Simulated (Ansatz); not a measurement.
Write a Python script for Ansatz 0.2.0, Python API that makes a ladder of methods at one geometry of FSi (charge -1). Settings (for the species named): BLYP, def2-SVP basis, multiplicity 3. The script varies functional: blyp, r2scan, hf, lc_wpbe, b3lyp.

The script reads `fsi.xyz`:
```text
2

Si    0.00000    0.00000    0.00000
F     0.00000    0.00000    1.83000
```

Script `methods.py`:
```python
from pathlib import Path

import ansatz as az
import numpy as np

params = {
    'basis_set': 'def2-SVP',
    'net_charge': -1,
}

mol = az.Crystal.molecule_from_extxyz('fsi.xyz')

setup = (
    mol.calculation()
    .basis(gaussian=params['basis_set'])
    .charge(params['net_charge'])
    .spin('collinear', total=2)
)

print('functional    E (Ha)        dipole (D)   HOMO (eV)  LUMO (eV)')
for name in ['blyp', 'r2scan', 'hf', 'lc_wpbe', 'b3lyp']:
    summary = setup.functional(name).forces().orbitals().run(threads=1, pin='off', runs_dir='runs').report
    lines = Path(summary['orbitals_path']).read_text().splitlines()
    field_of = lambda key: [line.split('=')[1].strip() for line in lines if line.startswith(key)]
    orbitals = [(27.211386 * float(e), s, float(n)) for e, s, n in zip(field_of('Ene='), field_of('Spin='), field_of('Occup='))]
    homo = max(e for e, _, n in orbitals if n > 0.5)
    lumo = min(e for e, _, n in orbitals if n < 0.5)
    dipole = 4.803205 * np.linalg.norm(summary['charge_distribution']['dipole_moment_e_ang'])
    print(f'{name:10s} {summary["free_energy_ev"] / 27.211386246:14.6f} {dipole:9.3f} {homo:11.3f} {lumo:10.3f}')
```

```console
$ python methods.py
functional    E (Ha)        dipole (D)   HOMO (eV)  LUMO (eV)
blyp          -389.128380     1.337       3.250      4.635
r2scan        -389.073145     1.287       2.471      4.823
hf            -388.178263     0.674      -0.958      8.912
lc_wpbe       -388.988257     1.133      -0.812      7.604
b3lyp         -389.156726     1.111       2.164      5.087
```

Caveats:
- Total energies depend on the basis set; only differences at equal settings carry meaning.
- The geometry is a force-field or estimated start, not a minimum of this method, and the basis set is short of its limit. A lower total doesn't mark the better method: functionals have no common bound, and MP2 and coupled cluster aren't variational.
- The species is open-shell (spin multiplicity 3).
- An ion's dipole depends on the origin; the program takes it about the centre of nuclear charge.
- b3lyp holds the VWN-RPA fit, as in Gaussian; the form of ORCA and Turbomole is b3lyp5.
- Levels such as HOMO and LUMO are orbital energies: with these approximate functionals they aren't the ionisation energy and electron affinity, and their gap isn't the fundamental gap.
- The spin state was assumed, and another may lie lower.
- Anions want diffuse functions, which this basis lacks.
- Wall time of the script: 4.4 s on 1 thread of Arm Neoverse V1 (shared host), peak memory 0.18 GiB.
